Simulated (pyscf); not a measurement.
6 gas-phase steps of one pattern: four-centre exchange on the singlet surface, B–C + H–H or C–Ga + H–H broken and B–H + C–H or C–H + Ga–H formed. Single points on ωB97X-D3(BJ)/def2-SVP structures (PySCF, gas phase). Electronic energies in kcal/mol, from the separated reactants; ΔE‡ at ωB97M-D3(BJ)/def2-TZVP, beside the barrier at r²SCAN/def2-TZVP on the same structures. Rows were drawn at random from the steps of this pattern with a verified saddle, stable references and no exit in the data more than 5 kcal/mol lower.

| row | step | ΔE‡(r²SCAN) | ΔE‡ |
|---|---|---|---|
| 1 | H₃C–GaH–CH₃ + H₂ → CH₄ + H₃C–GaH₂ | 26.0 | 31.3 |
| 2 | H₃C–Ga(F)–F + H₂ -> CH₄ + F–GaH–F | 67.0 | 71.9 |
| 3 | H₃C–B(OH)–OH + H₂ -> HO–BH–OH + CH₄ | 52.4 | 56.4 |
| 4 | H₂C=CH–B(OH)–OH + H₂ → HO–BH–OH + H₂C=CH₂ | 51.3 | 55.8 |
| 5 | H₂C=CH–B=O + H₂ -> HB=O + H₂C=CH₂ | 59.9 | 66.4 |
| 6 | H₂C=CH–B(Cl)–Cl + H₂ -> Cl–BH–Cl + H₂C=CH₂ | 32.7 | ? |

Q: Fit ΔE‡ = a + b·ΔE‡(r²SCAN) to the other rows and predict row 6.

A: Over the 5 complete rows the means are +51.3 (ΔE‡(r²SCAN)) and 56.4 (ΔE‡); least squares gives b = 1.00 and a = 5.0 kcal/mol, with residuals of 0.8 kcal/mol (root mean square; largest 1.5, row 5). For row 6: 5.0 + 1.00 × (+32.7) = 37.7 kcal/mol. The computed barrier is 35.9 kcal/mol, 1.8 under the line. The line follows the complete rows closely. Each barrier is that of the saddle found. Elements up to Kr have no core potential and no relativistic terms here.
